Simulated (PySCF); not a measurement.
# C3H4F2O: the cost of one run

Programs: PySCF 2.14.0, with density-fitted response routines of our own. Each step states its level of theory. These are calculated values for one molecule in the gas phase, unless marked as measured. Atoms count from 0, in the outputs and in this text.

## 1. The molecule as given

10 atoms, charge 0, multiplicity 1; geometry from: PBE0-D3(BJ)/def2-SVP.

Bonds of the start (Å): F0–C1 1.37, C1–C2 1.50, C2–O3 1.43, O3–C4 1.37, C4–F5 1.34, C4–C2 1.46, C1–H6 1.10, C1–H7 1.10, C2–H8 1.10, C4–H9 1.10.

## 2. Indirect couplings: LDA/pcJ-1

Job settings and geometry (Å):

```
{"job": {"kind": "j", "xc": "LDA", "basis": "pcJ-1"}, "charge": 0, "multiplicity": 1}
F     -1.686235    -1.096568     0.823093
C     -1.122808     0.108677     0.497950
C      0.370393    -0.049661     0.442544
O      1.089902     1.054017    -0.112174
C      1.070239    -0.114302    -0.834663
F      0.358865    -0.079558    -1.975472
H     -1.391144     0.851068     1.268744
H     -1.506361     0.450482    -0.475810
H      0.824235    -0.504901     1.333731
H      2.024204    -0.636468    -0.981484
```

Level: LDA/pcJ-1 indirect spin-spin coupling, non-relativistic, gas phase.

On the command line:

```sh
OMP_NUM_THREADS=1 python probes_run.py task.json out
```

One launch serves the whole session: the jobs run in the order shown.

Q: Estimate the wall time and peak memory of this first job on 1 thread of Arm Neoverse V2, shared host.

About 11 s, with a peak of 0.66 GiB.
